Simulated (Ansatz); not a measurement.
A ladder of methods for [H2PO2]− (SMILES O=[PH2][O-])

[H2PO2]− has 5 atoms, charge -1, and is taken as a singlet. As SMILES, `O=[PH2][O-]`. The coordinates come from a GFN2-xTB relaxation.

Each level gives the vertical energy of the triplet above the singlet (eV). The values are calculated.

```tsv
level	kind	program	value (eV)	less FCI/STO-3G
SVWN5/STO-3G	LDA	Ansatz	8.40	-0.25
PBE/STO-3G	GGA	Ansatz	8.23	-0.42
BHLYP/STO-3G	global hybrid	Ansatz	8.65	0.00
wB97X/STO-3G	range-separated hybrid	Ansatz	8.85	+0.20
B2PLYP/STO-3G	double hybrid	Ansatz	8.82	+0.17
RPA@PBE/STO-3G	RPA	Ansatz	7.61	-1.04
CCSD(T)/STO-3G	coupled cluster or CI	Ansatz	8.80	+0.15
CCSDT/STO-3G	coupled cluster or CI	Ansatz	8.68	+0.03
FCI/STO-3G	exact in the basis	Ansatz	8.65	0.00
```

FCI/STO-3G is exact within its basis and frozen core, so for wave-function methods in that basis the difference is their error; functionals converge differently with the basis, so for them it is only a difference. Sets without diffuse functions describe the anion poorly. The values span 7.61 to 8.85 eV. All rows use very small basis sets, so none should be taken for the real molecule's value.
